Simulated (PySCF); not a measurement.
Cartesian coordinates in Å; atom numbers follow the order of the lines, from 1:
```xyz
16

O     2.487    0.891   -0.254
C     1.687   -0.253   -0.119
C     0.322    0.050    0.456
C    -0.675    0.864   -0.401
C    -1.802   -0.045    0.125
C    -0.730   -1.074    0.529
H     2.015    1.511   -0.820
H     2.232   -0.942    0.547
H     1.560   -0.783   -1.088
H     0.449    0.530    1.441
H    -0.497    0.701   -1.478
H    -0.757    1.947   -0.219
H    -2.582   -0.362   -0.583
H    -2.293    0.394    1.007
H    -0.851   -1.610    1.483
H    -0.565   -1.818   -0.268
```

Geometry: PBE0-D3(BJ)/def2-SVP; GIAO shifts from PySCF 2.14.0 with density-fitted response routines, gas phase, non-relativistic, averaged over equivalent atoms.

At PBE0/pcSseg-1 (152 basis functions, 11 s wall time on 1 thread of an Arm Neoverse V2, shared host):
```
  atoms  δ (ppm)
     O1     32.8
     C2     71.9
     C3     39.0
  C4/C6     26.4
     C5     20.0
  H8/H9     3.43
    H10     2.35
    H14     1.88
H12/H15     1.83
    H13     1.66
H11/H16     1.35
     H7     0.02
```

Referencing at the same level of theory: 17O (σref 334.56) vs H2O; 13C (σref 184.41), 1H (σref 31.27) vs TMS.

Predict the values at mPW1PW91/pcSseg-2 on the same geometry.

Answers


```csv
atoms,δ at mPW1PW91/pcSseg-2,change
O1,29.6,-3.2
C2,74.1,+2.2
C3,41.6,+2.6
C4/C6,27.4,+1.0
C5,20.8,+0.8
H8/H9,3.37,-0.06
H10,2.51,+0.16
H14,1.96,+0.08
H12/H15,1.89,+0.06
H13,1.73,+0.07
H11/H16,1.52,+0.17
H7,0.21,+0.19
```

Referencing at the same level of theory: H2O for 17O (327.10 ppm); 13C (183.53 ppm) and 1H (31.29 ppm) against TMS.

The largest change is at O1 (alcohol oxygen). Cost: 356 basis functions, 44 s wall time on 1 thread of an Arm Neoverse V2, shared host. The order of the carbon signals is the same at both levels.

Experimental scales use liquid or dissolved standards, which lie at an offset from isolated H2O (liquid H2O: subtract about 36 ppm).
